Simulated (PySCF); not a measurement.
The potential of point charges around pentane

Species: `CCCCC` (pentane). Coordinates (PBE0-D3(BJ)/def2-SVP, Å) and charges (e) from the PBE0/pcSseg-1 density (PySCF):

```
atom       x       y       z  Mulliken      IAO  Hirshfeld  ESP-fitted
  C1  -2.545  -0.270   0.309   -0.2696  -0.4067    -0.1146     -0.3094
  C2  -1.239   0.429   0.650   -0.2757  -0.2405    -0.0640     +0.1738
  C3  -0.016  -0.236   0.034   -0.2584  -0.2422    -0.0656     -0.0378
  C4   1.298   0.457   0.370   -0.2758  -0.2405    -0.0640     +0.1663
  C5   2.513  -0.214  -0.250   -0.2696  -0.4067    -0.1147     -0.2985
  H6  -3.409   0.233   0.768   +0.1165  +0.1371    +0.0391     +0.0770
  H7  -2.713  -0.293  -0.780   +0.1093  +0.1316    +0.0365     +0.0674
  H8  -2.543  -1.315   0.661   +0.1093  +0.1316    +0.0366     +0.0675
  H9  -1.284   1.482   0.318   +0.1140  +0.1242    +0.0336     -0.0321
 H10  -1.115   0.468   1.747   +0.1140  +0.1242    +0.0336     -0.0317
 H11   0.032  -1.290   0.364   +0.1113  +0.1196    +0.0321     +0.0059
 H12  -0.136  -0.275  -1.065   +0.1113  +0.1196    +0.0321     +0.0079
 H13   1.246   1.510   0.039   +0.1141  +0.1242    +0.0336     -0.0310
 H14   1.415   0.497   1.468   +0.1140  +0.1242    +0.0336     -0.0293
 H15   2.440  -0.236  -1.349   +0.1093  +0.1316    +0.0365     +0.0651
 H16   3.445   0.310   0.011   +0.1165  +0.1371    +0.0391     +0.0743
 H17   2.611  -1.257   0.092   +0.1093  +0.1316    +0.0365     +0.0647
```

Points outside the species (Å): A (5.5, -4.6, 5.9); B (-3.2, -3.9, 1.3); C (-1.3, 2.0, -3.0).

Question: Find the potential V = 14.3996 V·Å × Σ q/r of each set of charges at these points.

Answer: In volts:

```json
{"point": "A", "nearest atom": "H17", "distance (Å)": "7.30", "Mulliken": "-0.005", "IAO": "-0.004", "Hirshfeld": "-0.001", "ESP-fitted": "0.000"}
{"point": "B", "nearest atom": "H8", "distance (Å)": "2.74", "Mulliken": "+0.040", "IAO": "+0.018", "Hirshfeld": "+0.004", "ESP-fitted": "+0.006"}
{"point": "C", "nearest atom": "H12", "distance (Å)": "3.21", "Mulliken": "-0.116", "IAO": "-0.077", "Hirshfeld": "-0.022", "ESP-fitted": "+0.015"}
```

Question: How far are the other sets from the ESP-fitted one at these points?

Answer: Root-mean-square difference: Hirshfeld 0.022 V, IAO 0.054 V, Mulliken 0.078 V. The ESP scheme is a least-squares fit of atom-centred charges to the potential on four shells outside the van der Waals surface, with the total charge fixed.

Question: What energy would a point charge of -1 e have at C in the field of the ESP charges, leaving out polarisation?

Answer: -0.015 eV = -1.5 kJ/mol, an attraction.

Geometry: PBE0-D3(BJ)/def2-SVP, one conformer, isolated molecule.

The values belong to the conformer `[CH3:1][CH2:2][CH2:3][CH2:4][CH3:5]`: C1–C2–C3–C4 180°, C2–C3–C4–C5 180°.
